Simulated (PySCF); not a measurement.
methyl chloride: proton affinities at several levels

Structure: `CCl` (CH3Cl). Coordinates in Å; atoms count from 1 in this order:
```
C    -0.1351   -0.0078   -0.0106
Cl    1.6360    0.1075    0.0361
H    -0.4313   -0.6579   -0.8433
H    -0.4927   -0.4302    0.9367
H    -0.5565    0.9950   -0.1534
```

All levels share the PBE0-D3(BJ)/def2-SVP structures and the PBE0-D3(BJ)/def2-SVP thermal terms; only the single-point energies (PySCF) change. Values are proton affinities (298 K, kJ/mol).

Measured (NIST Chemistry WebBook): proton affinity (−ΔH) 647 kJ/mol.

| level | Cl2 |
| --- | --- |
| ωB97X-D3(BJ)/6-311+G** (grid 2, conv 1e-10, max cycle 100) | 644 |
| ωB97X-D3(BJ)/def2-TZVP | 655 |

The spread: 12 kJ/mol, from 644 to 655.

Caveats: the best site listed is a halogen, a weak base; protonation of a C–C, C–H or other σ bond isn't listed and may be favoured.

Differences come from unrounded values, so a last digit can differ from that of the printed terms.
